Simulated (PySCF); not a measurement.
# How the numerical set-up moves the result for NaP (triplet)

Aim: see how much the energy and properties of NaP (triplet) depend on the numerical set-up.

The runs use PySCF 2.14.0; each script names its method and basis.

### Step 1. Starting geometry

NaP (triplet): 2 atoms, charge 0, spin multiplicity 3.

Bond lengths: Na1–P2 2.376 Å.

### Step 2. The base run

Input file input.py:

```python
from pyscf import gto, dft

mol = gto.M(
    atom='Na 0 0 0; P 0 0 2.376',
    basis='pcseg-2',
    charge=0,
    spin=2,
    verbose=3,
)
mf = dft.UKS(mol, xc='lc_wpbe')
mf.kernel()
mf.dip_moment()
print('orbital energies (hartree):', [e[max(0, n-3):n+3].round(4) for e, n in zip(mf.mo_energy, mol.nelec)])
```

On the command line:

```bash
OMP_NUM_THREADS=1 python input.py
```

The log of this run is left out.

Base result: E(SCF) = -503.420740 Eh, ⟨S²⟩ = 2.008, μ = 7.81 D.

The bond length is a typed value, not an optimised one. The triplet is typed in the script; nothing here shows that it is the ground state.

### Step 3. Cc-pvdz-dk (X2C on)

Variant 1 changes basis set: pcseg-2 → cc-pvdz-dk; spin-free X2C: off → on.

Input file input.py:

```python
from pyscf import gto, dft

mol = gto.M(
    atom='Na 0 0 0; P 0 0 2.376',
    basis='cc-pvdz-dk',
    charge=0,
    spin=2,
    verbose=3,
)
mf = dft.UKS(mol, xc='lc_wpbe')
mf = mf.sfx2c1e()
mf.kernel()
mf.dip_moment()
print('orbital energies (hartree):', [e[max(0, n-3):n+3].round(4) for e, n in zip(mf.mo_energy, mol.nelec)])
```

On the command line:

```bash
OMP_NUM_THREADS=1 python input.py
```

### Step 4. Integration grid 6

Variant 2 changes integration grid: default → 6.

input.py, as its differences from that of step 2:

```diff
@@ -10,2 +10,3 @@
 mf = dft.UKS(mol, xc='lc_wpbe')
+mf.grids.level = 6
 mf.kernel()
```

Before running it: what results should come out? Wanted: for each run, E(SCF); from base; gap, α spin; SCF dipole.

The runs gave:

```tsv
run	E(SCF) (hartree)	from base (eV)	gap, α spin (eV)	SCF dipole (D)	functions
base	-503.420740	0	7.30	7.81	53
cc-pvdz-dk (X2C on)	-504.432771	not comparable	7.24	7.45	36
integration grid 6	-503.420726	+0.0004	7.30	7.81	53
```

What this shows: Total energies from different bases, Hamiltonians or methods carry different errors, so properties are taken as differences within one set-up.
